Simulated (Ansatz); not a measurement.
`OC(O)=NP` + `N=CF` → `F/C=N/P` + `N=C(O)O`  (ligand exchange at a P–N bond)

Gas-phase electronic energies from Ansatz, PBE0-D4/def2-TZVP geometries. CBS: MP2 limit from def2 TZ/QZ plus the TZ coupled-cluster correction, frozen cores. This one scheme is used for every species. Functionals use def2-TZVPP. B3LYP here is the variant with VWN-RPA as its local correlation; programs differ in this. One conformer a species, not always the lowest.

Q: Is it downhill or uphill in electronic energy at CCSD(T)/CBS, and by how much? (Estimate.)

A: Computed: Uphill: ΔE = +15.8 kJ/mol.

Q: What do these levels give: revPBE-D4, B3LYP-D4, r2SCAN0-D4, HF/def2-QZVPP, MP2/def2-QZVPP, MP2/CBS(def2)? (Best estimate.)

A: Ansatz gave: revPBE-D4 19.3, B3LYP-D4 15.7, r2SCAN0-D4 18.8, HF/def2-QZVPP 10.3, MP2/def2-QZVPP 16.6, MP2/CBS(def2) 16.9 kJ/mol.

Largest T1 diagnostic among the species: 0.014.

In def2-TZVPP, CCSD(T) changes the Hartree–Fock value by +5.0 kJ/mol (the triples alone add +1.6 kJ/mol) and MP2 by +6.1 kJ/mol. Leaving LDA and LC-ωPBE aside and taking each functional with its dispersion term where it has one, the values, not all of them listed here, spread over 5.1 kJ/mol, from B2PLYP to PBE-D4. LDA lies +7.3 kJ/mol from PBE without D4.
